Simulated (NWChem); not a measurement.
**SiH3O (SMILES O[SiH2]) at 5 levels**

Wanted: a comparison of 5 runs (UHF/STO-3G, UHF/3-21G, UB3LYP/6-31G*, UCCSD(T)/def2-SVP) of SiH3O. 

The results are computed with NWChem 7.3.0.

**1. The structure to begin with**

The species is SiH3O (5 atoms), meant as a doublet with charge 0. SMILES: `O[SiH2]`. The shape is that of a GFN2-xTB optimisation. This is one conformer, not always the lowest.

Bond lengths: O1–Si2 1.639 Å, O1–H3 0.952 Å, Si2–H4 1.458 Å, Si2–H5 1.448 Å. Angles: O1–Si2–H4 110.9°, O1–Si2–H5 101.7°, Si2–O1–H3 122.7°, H4–Si2–H5 117.6°.

**2. Energy and gradient at UHF/STO-3G (run 1)**

File sp.nw:

```
start sp
title "H3OSi"
memory 2200 mb
geometry units angstrom noautosym nocenter noautoz
O     0.557310   -0.433760    0.798460
Si    0.001930    0.341950   -0.533940
H     0.725690   -1.370660    0.814800
H    -1.244820   -0.253580   -1.000760
H    -0.040110    1.716040   -0.078560
end
basis spherical bse
* library STO-3G
end
scf
doublet
uhf
thresh 1e-08
maxiter 80
noprint "final vectors analysis"
end
task scf gradient
```

On the command line:

```bash
$ nwchem sp.nw > sp.out
```

What it wrote:

```text
[...]
  functions       =    17
[...]
  wavefunction    = UHF
[...]
         Total SCF energy =   -361.125453318050
      One electron energy =   -619.200212669225
      Two electron energy =    200.061087660461
 Nuclear repulsion energy =     58.013671690713
                       Sz =      0.5000
                 Sz(Sz+1) =      0.7500
                      S^2 =      0.7516
[...]
                         UHF ENERGY GRADIENTS
    atom               coordinates                        gradient
                 x          y          z           x          y          z
   1 O       1.053163  -0.819688   1.508871   -0.003235  -0.032941  -0.038217
   2 Si      0.003647   0.646192  -1.009000   -0.004009   0.000721   0.028050
   3 H       1.371355  -2.590172   1.539749   -0.000097   0.034695   0.016358
   4 H      -2.352369  -0.479197  -1.891162   -0.004949  -0.012940  -0.010452
   5 H      -0.075797   3.242845  -0.148457    0.012290   0.010464   0.004262
[...]
```

Wall time 0.96 s (1 thread of Intel Xeon Platinum 8252C at 3.80GHz (Skylake/Cascade Lake), shared host); peak memory 0.099 GiB.

**3. Energy and forces at UHF/3-21G (run 2)**

File h3osi.nw:

```
start h3osi
memory stack 880 mb heap 220 mb global 1100 mb

geometry noautosym nocenter noautoz
  O      0.557310    -0.433760     0.798460
  Si     0.001930     0.341950    -0.533940
  H      0.725690    -1.370660     0.814800
  H     -1.244820    -0.253580    -1.000760
  H     -0.040110     1.716040    -0.078560
end

basis spherical bse
  * library 3-21G
end

scf
  doublet
  uhf
  thresh 1e-08
  maxiter 80
end

task scf gradient
```

On the command line:

```bash
$ nwchem h3osi.nw > h3osi.out
```

What it wrote:

```text
[...]
  functions       =    28
[...]
  wavefunction    = UHF
[...]
         Total SCF energy =   -363.563043910587
      One electron energy =   -619.373716967812
      Two electron energy =    197.797001366511
 Nuclear repulsion energy =     58.013671690713
                       Sz =      0.5000
                 Sz(Sz+1) =      0.7500
                      S^2 =      0.7521
[...]
                         UHF ENERGY GRADIENTS
    atom               coordinates                        gradient
                 x          y          z           x          y          z
   1 O       1.053163  -0.819688   1.508871   -0.011138   0.016291  -0.022461
   2 Si      0.003647   0.646192  -1.009000   -0.005832  -0.009743   0.018060
   3 H       1.371355  -2.590172   1.539749   -0.004236   0.009494  -0.005214
   4 H      -2.352369  -0.479197  -1.891162    0.013946  -0.000807   0.005898
   5 H      -0.075797   3.242845  -0.148457    0.007260  -0.015235   0.003718
[...]
```

Run time: 1.1 s. Hardware: 1 thread of Intel Xeon Platinum 8252C at 3.80GHz (Skylake/Cascade Lake), shared host; peak memory 0.099 GiB.

Runs 3 to 4 aren't shown in full; the table further down has their settings and results.

**4. A single-point energy at UCCSD(T)/def2-SVP (run 5)**

File job.nw:

```
start job
memory total 2200 mb

geometry noautosym nocenter noautoz
   O      0.557310    -0.433760     0.798460
   Si     0.001930     0.341950    -0.533940
   H      0.725690    -1.370660     0.814800
   H     -1.244820    -0.253580    -1.000760
   H     -0.040110     1.716040    -0.078560
end

basis spherical bse
   * library def2-SVP
end

scf
   nopen 1
   uhf
   thresh 1e-08
   maxiter 80
   print medium
end

tce
   scf
   ccsd(t)
   freeze core 6
   maxiter 60
end

task tce
```

On the command line:

```bash
$ nwchem job.nw > job.out
```

What it wrote:

```text
[...]
  functions       =    47
[...]
  wavefunction    = UHF
[...]
         Total SCF energy =   -365.376070521223
      One electron energy =   -621.481571636343
      Two electron energy =    198.091829424407
 Nuclear repulsion energy =     58.013671690713
                       Sz =      0.5000
                 Sz(Sz+1) =      0.7500
                      S^2 =      0.7529
[...]
         Wavefunction type : Unrestricted Hartree-Fock
          No. of electrons :    25
[...]
         Spin multiplicity : doublet
[...]
 CCSD total energy / hartree       =      -365.672583852805644
[...]
 CCSD[T] total energy / hartree       =      -365.678859990826822
[...]
 CCSD(T) total energy / hartree       =      -365.678382475668798
[...]
```

It took 9 s on 1 thread of Intel Xeon Platinum 8252C at 3.80GHz (Skylake/Cascade Lake), shared host; peak memory 0.22 GiB.

**5. All runs side by side**

```
run                                level  iteration cap  module  energy (Eh)  dipole moment (D)   ⟨S²⟩  largest force (eV/Å)  wall time
  1                           UHF/STO-3G             80     scf  -361.125453               1.66  0.752                 2.600     0.96 s
  2                            UHF/3-21G             80     scf  -363.563044               1.90  0.752                 1.537      1.1 s
  3  UB3LYP/6-31G* (spherical functions)            100     dft  -366.484266               1.37  0.751                 1.079       14 s
  4  UB3LYP/6-31G* (Cartesian functions)            100     dft  -366.487334               1.38  0.751                 1.075       14 s
  5                    UCCSD(T)/def2-SVP             80     tce  -365.678382                  –  0.753                     –        9 s
```

**6. Outcome**

| quantity | value |
| --- | --- |
| run 5: total energy | -365.67838 Eh |
| run 5: HOMO energy (Hartree–Fock orbitals) (highest over α and β) | -8.63 eV |
| run 5: LUMO energy (Hartree–Fock orbitals) (lowest over α and β) | 1.99 eV |
| run 5: correlation energy (6 core orbitals frozen) | -302.3 mEh |
| run 5: (T) correction | -5.80 mEh |
| run 5: ⟨S²⟩ of the reference determinant | 0.753 |

What this shows: Over runs 1, 2, 3, 4 the dipole moment (its size) runs from 1.37 D (UB3LYP/6-31G*) to 1.90 D (UHF/3-21G). The two ends differ in method and basis. In run 1 the basis is minimal, so the values are rough. All runs together took 39 s, the longest 14 s.
